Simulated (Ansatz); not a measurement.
BH3O3, SMILES `OB(O)O`. Total charge 0; spin multiplicity 1. The geometry is a stationary point of PBE0-D4/def2-TZVP. It is a higher conformer; a search finds a lower one.

```xyz
7

O     0.207   -1.363   -0.281
B    -0.168   -0.055   -0.146
O    -1.261    0.338   -0.853
O     0.470    0.876    0.641
H     0.978   -1.622    0.223
H    -1.462    1.264   -0.707
H     1.235    0.561    1.123
```

Task: What is the dipole moment at PBE/def2-TZVPP? (Best estimate.)

Result: Computed: 2.86 D, with components (2.16, 0.52, 1.81) D in this frame, pointing from negative to positive charge.

Task: And with r2SCAN, B3LYP, ωB97M-V? (Best estimate.)

Result: Ansatz gave: r2SCAN 2.93 D, B3LYP 2.97 D, ωB97M-V 2.98 D.

Task: Give the Mulliken charges with PBE, r2SCAN, B3LYP in def2-TZVPP. (Best estimate.)

Result: The calculation gave: 
| atom | PBE | r2SCAN | B3LYP |
| --- | --- | --- | --- |
| O1 | -0.27 | -0.33 | -0.30 |
| B2 | 0.29 | 0.44 | 0.38 |
| O3 | -0.28 | -0.34 | -0.31 |
| O4 | -0.30 | -0.36 | -0.33 |
| H5 | 0.18 | 0.19 | 0.17 |
| H6 | 0.20 | 0.21 | 0.20 |
| H7 | 0.18 | 0.19 | 0.18 |

B3LYP here is the variant with VWN-RPA as its local correlation; programs differ in this.
